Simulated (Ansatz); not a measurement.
A calculation with Ansatz (development build ahead of 0.2.0).

```yaml
crystal:
  periodic: [false, false, false]
  atoms:
    - { symbol: "N", position_ang: [0.01803, 0.0219, 0.34203] }
    - { symbol: O, position_ang: [-0.00261, 1.1133, -0.11588] }
    - { symbol: O, position_ang: [-0.02021, -1.14005, -0.14864] }
basis:
  gaussian: { orbitals: cc-pVTZ }
magnetization:
  initial_magnetization: 1
hamiltonian:
  xc: hf
correlation:
  method: mp2
  frozen_orbitals: { "N": 1, O: 1 }
output:
  forces: true
```

The input is written out in the form of the current development build from the run's settings. Correlation on restricted open-shell orbitals is semicanonical, with singles.

Output:

- Converged: yes
- Reference energy: -204.08829 hartree
- Correlation energy: -0.69329 hartree
- Total energy: -204.78158 hartree
- Spin squared of the determinant: 0.750
- Stability test: minimum among restricted orbitals
- Occupied orbitals by symmetry in an Abelian subgroup (alpha; beta): 10 A' 2 A''; 9 A' 2 A''

Forces (eV/Å):
| atom | Fx | Fy | Fz |
| --- | --- | --- | --- |
| N1 | -0.047 | -4.483 | -0.264 |
| O2 | -0.043 | 1.166 | -0.823 |
| O3 | 0.090 | 3.316 | 1.087 |

Caution: forces differ strongly between restricted and unrestricted references.
